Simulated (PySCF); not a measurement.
PySCF input for C3H7, SMILES C[CH]C (connectivity only; charge and spin as stated), charge +1, multiplicity 1, TDDFT-CAM-B3LYP/def2-SVPD. Coordinates come from a PBE0-D3(BJ)/def2-TZVP optimisation. The spin state was assumed, not searched. The isomer is the one that the SMILES or the coordinates give; other isomers of the formula were not compared.

```python
import numpy as np
from pyscf import gto, scf, dft, tdscf

mol = gto.M(
    atom='''
    C     1.27070508    0.02378800   -0.19673161
    C     0.00000000    0.00000000    0.45334519
    C    -1.27070508   -0.02378800   -0.19673161
    H     2.02404658    0.60416031    0.34519134
    H     1.24799644    0.20192068   -1.26996361
    H     1.60913243   -1.02925654   -0.02791152
    H    -0.00000000    0.00000000    1.54607574
    H    -1.60913244    1.02925654   -0.02791152
    H    -2.02404658   -0.60416030    0.34519135
    H    -1.24799644   -0.20192068   -1.26996361
    ''',
    basis='def2-SVPD',
    charge=1,
    spin=0,
    symmetry=True,
    max_memory=1600,
    verbose=4,
)
mf = dft.RKS(mol, xc='cam-b3lyp').density_fit(auxbasis='def2-universal-jkfit')
mf.grids.level = 3
mf.conv_tol = 1e-9
mf.max_cycle = 100
mf.kernel()
mf.grids = dft.Grids(mol).set(level=1).build(with_non0tab=True)  # coarser grid for the response kernel
td = tdscf.TDDFT(mf)
td.singlet = True
td.nstates = 10
td.conv_tol = 1e-4
td.kernel(x0=td.get_init_guess(mf, 15))
td.analyze()
tt = tdscf.TDA(mf)
tt.singlet = False
tt.nstates = 4
tt.conv_tol = 1e-4
tt.kernel(x0=tt.get_init_guess(mf, 9))
tt.analyze(verbose=3)
```

Output:

```
PySCF version 2.14.0

[INPUT] verbose = 4
[INPUT] num. atoms = 10
[INPUT] num. electrons = 24
[INPUT] charge = 1
[INPUT] spin (= nelec alpha-beta = 2S) = 0
[INPUT] symmetry True subgroup None
[INPUT] Mole.unit = angstrom
[INPUT] Symbol           X                Y                Z      unit          X                Y                Z       unit  Magmom
[INPUT]  1 C      1.270705080000   0.023788000000  -0.196731610000 AA    2.401284586294   0.044952805051  -0.371768862945 Bohr   0.0
[INPUT]  2 C      0.000000000000   0.000000000000   0.453345190000 AA    0.000000000000   0.000000000000   0.856698248989 Bohr   0.0
[INPUT]  3 C     -1.270705080000  -0.023788000000  -0.196731610000 AA   -2.401284586294  -0.044952805051  -0.371768862945 Bohr   0.0
[INPUT]  4 H      2.024046580000   0.604160310000   0.345191340000 AA    3.824893699563   1.141697521232   0.652317093172 Bohr   0.0
[INPUT]  5 H      1.247996440000   0.201920680000  -1.269963610000 AA    2.358371476032   0.381574784086  -2.399883411064 Bohr   0.0
[INPUT]  6 H      1.609132430000  -1.029256540000  -0.027911520000 AA    3.040819590856  -1.945012972517  -0.052745128520 Bohr   0.0
[INPUT]  7 H      0.000000000000   0.000000000000   1.546075740000 AA    0.000000000000   0.000000000000   2.921659716434 Bohr   0.0
[INPUT]  8 H     -1.609132440000   1.029256540000  -0.027911520000 AA   -3.040819609753   1.945012972517  -0.052745128520 Bohr   0.0
[INPUT]  9 H     -2.024046580000  -0.604160300000   0.345191350000 AA   -3.824893699563  -1.141697502335   0.652317112069 Bohr   0.0
[INPUT] 10 H     -1.247996440000  -0.201920680000  -1.269963610000 AA   -2.358371476032  -0.381574784086  -2.399883411064 Bohr   0.0

nuclear repulsion = 77.1636807255411
point group symmetry = C2
symmetry origin: [-7.55890444e-10  7.55890455e-10 -7.55890461e-10]
symmetry axis x: [ 1.00000000e+00  6.78940292e-11 -7.05098381e-10]
symmetry axis y: [-6.78940288e-11  1.00000000e+00  5.60985812e-10]
symmetry axis z: [ 7.05098381e-10 -5.60985476e-10  1.00000000e+00]
num. orbitals of irrep A = 60
num. orbitals of irrep B = 56
number of shells = 52
number of NR pGTOs = 160
number of NR cGTOs = 116
basis = def2-SVPD
ecp = {}


[settings echo left out]
init E= -118.51921552543
HOMO (A) = -0.398159713084402  LUMO (B) = -0.128287780583306  gap/eV = 7.34359
cycle= 1 E= -118.014629402668  delta_E= 0.505  |g|= 0.313  |ddm|= 4.26
HOMO (A) = -0.691071941639398  LUMO (B) = -0.358320175886431  gap/eV = 9.05464
cycle= 2 E= -118.024713003686  delta_E= -0.0101  |g|= 0.28  |ddm|= 0.943
HOMO (A) = -0.674231413100176  LUMO (B) = -0.297902673989307  gap/eV = 10.24043
cycle= 3 E= -118.044086405631  delta_E= -0.0194  |g|= 0.0237  |ddm|= 0.439
HOMO (A) = -0.669909773226186  LUMO (B) = -0.293439198277661  gap/eV = 10.24429
cycle= 4 E= -118.044242990061  delta_E= -0.000157  |g|= 0.00436  |ddm|= 0.056
HOMO (A) = -0.670480893437487  LUMO (B) = -0.294224273633717  gap/eV = 10.23846
cycle= 5 E= -118.04424865161  delta_E= -5.66e-06  |g|= 0.00125  |ddm|= 0.0121
HOMO (A) = -0.670299583280648  LUMO (B) = -0.294041392939623  gap/eV = 10.23851
cycle= 6 E= -118.044249114016  delta_E= -4.62e-07  |g|= 0.000456  |ddm|= 0.00277
HOMO (A) = -0.67039056289337  LUMO (B) = -0.294117353667014  gap/eV = 10.23892
cycle= 7 E= -118.044249178833  delta_E= -6.48e-08  |g|= 7.43e-05  |ddm|= 0.00104
HOMO (A) = -0.670386728999261  LUMO (B) = -0.294115949218328  gap/eV = 10.23885
cycle= 8 E= -118.044249181999  delta_E= -3.17e-09  |g|= 1.44e-05  |ddm|= 0.000322
HOMO (A) = -0.670386874512767  LUMO (B) = -0.294116269338905  gap/eV = 10.23884
cycle= 9 E= -118.044249182097  delta_E= -9.79e-11  |g|= 2.29e-06  |ddm|= 5.42e-05
HOMO (A) = -0.670387135026485  LUMO (B) = -0.294116706844998  gap/eV = 10.23884
Extra cycle  E= -118.044249182101  delta_E= -4.58e-12  |g|= 1.06e-06  |ddm|= 1.01e-05
converged SCF energy = -118.044249182101
tot grids = 32848


******** <class 'pyscf.tdscf.rks.TDDFT'> for <class 'pyscf.df.df_jk.DFSymAdaptedRKS'> ********
nstates = 10 singlet
deg_eia_thresh = 1.000e-03
wfnsym = None
conv_tol = 0.0001
eigh lindep = 1e-12
eigh level_shift = 0
eigh max_cycle = 100


Excitation energies (eV)
[ 5.69394241  6.09200153  7.37632678  7.60014179  9.00234689  9.08538473
 11.34345565 11.56450641 11.85075267 12.14414068]

** Singlet excitation energies and oscillator strengths **
Excited State   1:    B      5.69394 eV    217.75 nm  f=0.0038
      10 -> 13        0.18163
      12 -> 13        0.67606
Excited State   2:    A      6.09200 eV    203.52 nm  f=0.0024
      11 -> 13        0.69151
Excited State   3:    B      7.37633 eV    168.08 nm  f=0.3591
      10 -> 13        0.67582
      12 -> 13       -0.18500
Excited State   4:    A      7.60014 eV    163.13 nm  f=0.0008
       8 -> 13       -0.37313
       9 -> 13        0.58129
      11 -> 13        0.13340
Excited State   5:    A      9.00235 eV    137.72 nm  f=0.0336
       8 -> 13        0.58648
       9 -> 13        0.37907
Excited State   6:    B      9.08538 eV    136.47 nm  f=0.0070
       6 -> 13        0.12187
       7 -> 13        0.68685
Excited State   7:    A     11.34346 eV    109.30 nm  f=0.0012
      11 -> 16       -0.10804
      12 -> 14        0.68872
Excited State   8:    B     11.56451 eV    107.21 nm  f=0.0581
      11 -> 14       -0.67976
      12 -> 16        0.14789
Excited State   9:    A     11.85075 eV    104.62 nm  f=0.0013
      10 -> 14        0.69194
Excited State  10:    B     12.14414 eV    102.09 nm  f=0.0177
       6 -> 13        0.67038
       7 -> 13       -0.11231

** Transition electric dipole moments (AU) **
state          X           Y           Z        Dip. S.      Osc.
  1         0.1572      0.0492      0.0000      0.0271      0.0038
  2        -0.0000      0.0000     -0.1271      0.0161      0.0024
  3        -1.3908      0.2303      0.0000      1.9874      0.3591
  4         0.0000     -0.0000     -0.0647      0.0042      0.0008
  5        -0.0000     -0.0000      0.3901      0.1522      0.0336
  6         0.0372     -0.1732     -0.0000      0.0314      0.0070
  7         0.0000     -0.0000     -0.0663      0.0044      0.0012
  8        -0.4521      0.0274      0.0000      0.2052      0.0581
  9        -0.0000      0.0000     -0.0658      0.0043      0.0013
 10        -0.1414      0.1989     -0.0000      0.0596      0.0177

** Transition velocity dipole moments (imaginary part, AU) **
state          X           Y           Z        Dip. S.      Osc.
  1         0.0324      0.0109     -0.0000      0.0012      0.0037
  2         0.0000      0.0000     -0.0281      0.0008      0.0024
  3        -0.3704      0.0620      0.0000      0.1410      0.3469
  4        -0.0000     -0.0000     -0.0180      0.0003      0.0008
  5         0.0000      0.0000      0.1253      0.0157      0.0317
  6         0.0126     -0.0595     -0.0000      0.0037      0.0074
  7         0.0000     -0.0000     -0.0319      0.0010      0.0016
  8        -0.1929      0.0117      0.0000      0.0373      0.0586
  9        -0.0000     -0.0000     -0.0297      0.0009      0.0014
 10        -0.0627      0.1008     -0.0000      0.0141      0.0210

** Transition magnetic dipole moments (imaginary part, AU) **
state          X           Y           Z
  1         1.1979      0.0960      0.0000
  2        -0.0000     -0.0000      1.1505
  3         0.1914      0.4171      0.0000
  4         0.0000      0.0000     -0.9504
  5        -0.0000     -0.0000      0.1174
  6         0.4926     -0.0007      0.0000
  7         0.0000      0.0000      0.5213
  8        -0.0878     -1.3330      0.0000
  9         0.0000      0.0000     -1.4880
 10         0.6068      0.0504     -0.0000


******** <class 'pyscf.tdscf.rks.TDA'> for <class 'pyscf.df.df_jk.DFSymAdaptedRKS'> ********
nstates = 4 triplet
deg_eia_thresh = 1.000e-03
wfnsym = None
conv_tol = 0.0001
eigh lindep = 1e-12
eigh level_shift = 0
eigh max_cycle = 100


Excitation energies (eV)
[5.14328948 5.45413722 5.87599554 6.91335124]

** Triplet excitation energies and oscillator strengths **
Excited State   1:    B      5.14329 eV    241.06 nm  f=0.0000
Excited State   2:    A      5.45414 eV    227.32 nm  f=0.0000
Excited State   3:    B      5.87600 eV    211.00 nm  f=0.0000
Excited State   4:    A      6.91335 eV    179.34 nm  f=0.0000
```

The run converged.
